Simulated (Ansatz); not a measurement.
Mulliken charges of `C[C](F)F` radical from PBE/def2-TZVPP in Ansatz (PBE0-D4/def2-TZVP geometry).

```tsv
atom	x (Å)	y (Å)	z (Å)	charge (e)
C1	-0.164	0.622	0.000	-0.212
C2	0.184	-0.782	0.315	0.189
F3	-0.646	-1.701	-0.172	-0.135
F4	1.440	-1.134	0.053	-0.135
H5	0.521	1.295	0.515	0.103
H6	-1.183	0.830	0.323	0.103
H7	-0.091	0.802	-1.081	0.088
```

Problem. By hand: the dipole of these point charges (1 e Å = 4.8032 D).

Solution. Σ q r = (-0.114, 0.393, 0.067) e Å, of length 0.415 e Å = 1.99 D.

Problem. How does the dipole of the full density compare? (Estimate.)

Solution. Computed: (-0.097, 0.366, -0.025) e Å, 1.82 D; the point charges give 1.09 times that, at 13° from its direction.

Point charges leave out the atoms' own dipoles, such as those of lone pairs, and Mulliken's split depends on the basis, so the close match here is no proof of good charges.
